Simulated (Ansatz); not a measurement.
A structure relaxed at PBE0-D4/def2-TZVP, charge 0, multiplicity 1:

Cartesian coordinates in Å:
```
C -2.031 0.076 -0.479
Mg -0.001 0.000 0.004
C 2.031 -0.076 0.480
H -2.667 0.002 0.409
H -2.323 -0.740 -1.148
H -2.296 1.012 -0.983
H 2.196 -0.295 1.540
H 2.555 -0.851 -0.090
H 2.536 0.872 0.267
```

Task: Give its formula and SMILES.

Result: C2H6Mg, `[CH3][Mg][CH3]`.

Task: Point group (tolerance 0.08 Å, 0.16 Å for H)?

Result: D3h.

Task: Summarise the bond lengths by kind.

Result: 2 × C–Mg 2.088 Å; 6 × C–H 1.095 Å.

Computed with Ansatz.
